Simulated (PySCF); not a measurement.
Geometries of 5 isomers of C4H4F2, from PBE0-D3(BJ)/def2-SVP geometry optimisation, gas phase (PySCF 2.14.0). One conformer each, no zero-point energy, no frequencies.

**Question.** Which isomer lies lowest at this level?
A.
```xyz
10
angstrom
F     -2.549   -0.879    0.984
C     -2.055   -0.085   -0.017
C     -0.601   -0.021   -0.004
C      0.609    0.043    0.000
C      2.063    0.128    0.014
F      2.632   -0.522   -1.048
H     -2.394   -0.485   -0.989
H     -2.473    0.930    0.099
H      2.445   -0.316    0.950
H      2.374    1.187   -0.012
```
B.
```xyz
10
angstrom
C      1.968   -0.280    0.755
C      0.837   -0.366    0.109
C     -0.303   -0.441   -0.531
C     -1.429    0.511   -0.284
F     -2.544   -0.171    0.067
F     -1.723    1.185   -1.421
H      2.124   -0.819    1.695
H      2.793    0.330    0.372
H     -0.479   -1.211   -1.292
H     -1.196    1.241    0.509
```
C.
```xyz
10
angstrom
C      1.859   -0.313    0.118
C      0.611   -0.248   -0.365
C     -0.527    0.240    0.389
C     -1.768    0.301   -0.098
F     -2.120   -0.072   -1.304
F     -2.807    0.743    0.565
H      2.685   -0.686   -0.491
H      2.094    0.005    1.139
H      0.415   -0.576   -1.391
H     -0.394    0.585    1.416
```
D.
```xyz
10
angstrom
F      0.263    2.391   -0.285
C      0.207    1.082   -0.159
C      1.056    0.070   -0.362
F      2.303   -0.038   -0.771
C      0.079   -0.986    0.059
C     -0.918    0.198    0.286
H      0.339   -1.537    0.976
H     -0.228   -1.699   -0.723
H     -1.798    0.178   -0.376
H     -1.247    0.323    1.330
```
E.
```xyz
10
angstrom
F     -0.381   -1.691    1.163
C     -0.117   -0.935    0.059
C      1.129   -0.093    0.083
C      0.473    1.042   -0.203
C     -0.884    0.407   -0.067
F     -1.740    0.529   -1.123
H     -0.241   -1.560   -0.842
H      2.178   -0.346    0.256
H      0.782    2.063   -0.434
H     -1.424    0.654    0.862
```

**Answer.** C. That is `C=CC=C(F)F`, 9.2 kcal/mol below the next.

| SMILES | atoms numbered as above | E (Eh) | relative (kcal/mol) | relative (kJ/mol) | dipole (D) |
| --- | --- | --- | --- | --- | --- |
| C=CC=C(F)F | [CH2:1]=[CH:2][CH:3]=[C:4]([F:5])[F:6] | -353.83371 | 0.0 | 0.0 | 0.80 |
| FC1=C(F)CC1 | [F:1][C:2]1=[C:3]([F:4])[CH2:5][CH2:6]1 | -353.81903 | 9.2 | 38.5 | 2.05 |
| F[C@@H]1C=C[C@H]1F | [F:1][C@@H:2]1[CH:3]=[CH:4][C@H:5]1[F:6] | -353.81445 | 12.1 | 50.6 | 1.80 |
| C=C=CC(F)F | [CH2:1]=[C:2]=[CH:3][CH:4]([F:5])[F:6] | -353.81237 | 13.4 | 56.0 | 2.44 |
| FCC#CCF | [F:1][CH2:2][C:3]#[C:4][CH2:5][F:6] | -353.78554 | 30.2 | 126.5 | 1.83 |

As drawn, the lowest has two fluorines on one carbon and a C=C bond outside aromatic rings, which the highest lacks; the highest has a C≡C bond, which the lowest lacks.
